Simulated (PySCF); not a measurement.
The dipole of `CCCCC=O` from its density and from atomic charges.

Coordinates (GFN2-xTB, Å) and charges (e) from the PBE0/pcSseg-1 density (PySCF):

```csv
atom,x,y,z,Mulliken,IAO,Hirshfeld,ESP-fitted
C1,-2.371,0.268,-0.190,-0.2532,-0.4163,-0.1162,-0.4006
C2,-1.112,-0.286,0.466,-0.2759,-0.2453,-0.0648,+0.1415
C3,0.150,0.196,-0.243,-0.2508,-0.2507,-0.0692,+0.1499
C4,1.416,-0.354,0.406,-0.2938,-0.3134,-0.0726,-0.2400
C5,2.669,0.106,-0.278,+0.2488,+0.2717,+0.1373,+0.5666
O6,2.724,0.823,-1.235,-0.3474,-0.3881,-0.2181,-0.5014
H7,-2.365,1.355,-0.168,+0.1094,+0.1375,+0.0399,+0.0910
H8,-3.260,-0.081,0.330,+0.1143,+0.1406,+0.0403,+0.1045
H9,-2.432,-0.052,-1.227,+0.1095,+0.1375,+0.0399,+0.0907
H10,-1.081,0.026,1.513,+0.1127,+0.1261,+0.0346,-0.0170
H11,-1.144,-1.378,0.447,+0.1127,+0.1261,+0.0346,-0.0174
H12,0.125,-0.114,-1.290,+0.1270,+0.1388,+0.0369,-0.0063
H13,0.188,1.286,-0.227,+0.1268,+0.1386,+0.0369,-0.0073
H14,1.479,-0.050,1.455,+0.1435,+0.1535,+0.0523,+0.0489
H15,1.414,-1.448,0.396,+0.1438,+0.1537,+0.0524,+0.0492
H16,3.593,-0.288,0.195,+0.0726,+0.0899,+0.0366,-0.0525
```

Task: Compute μ = Σ q r for each scheme (1 e·Å = 4.803 D) and compare with the dipole of the full density.

Result: The full density gives (-0.77, -1.52, 2.07) D, 2.68 D in size; dipole vectors point from the negative to the positive end.

```csv
scheme,μx,μy,μz,size (D),share of the full size (%),angle to the full dipole (°)
Mulliken,-1.25,-1.44,1.99,2.76,103,10
IAO,-0.68,-1.76,2.38,3.04,113,4
Hirshfeld,-0.47,-1.00,1.36,1.76,66,1
ESP-fitted,-0.80,-1.54,2.09,2.71,101,0
```

Task: Which set comes closest?

Result: Length of the difference vector: ESP-fitted 0.03 D, IAO 0.40 D, Mulliken 0.49 D, Hirshfeld 0.92 D. Closest: ESP-fitted. 

Task: What is left for the Hirshfeld atoms' own dipoles?

Result: The shares of the density sum to the whole, so what Σ q r misses lies in dipoles about the nuclei. The atomic dipoles sum to (-0.77, -1.52, 2.07) − (-0.47, -1.00, 1.36) = (-0.30, -0.52, 0.71) D, 0.92 D in size.

Task: With the origin at the mean of the coordinates, (0.000, 0.001, 0.022) Å, which are the largest single terms, by size, of the Hirshfeld dipole along the direction of the full one?

Result: O6 +2.33, C5 -0.70, C2 -0.26, H10 +0.24, H11 +0.24 D; all 16 atoms together +1.76 D. The single terms depend on the origin, their sum doesn't.

Task: Give the size of the full dipole in other units.

Result: 2.68 D = 1.055 au = 0.558 e·Å = 8.94 × 10⁻³⁰ C·m.

Isolated species at its GFN2-xTB geometry (one conformer only).

The values belong to the conformer `[CH3:1][CH2:2][CH2:3][CH2:4][CH:5]=[O:6]`: C1–C2–C3–C4 180°, C2–C3–C4–C5 180°, C3–C4–C5–O6 0°.
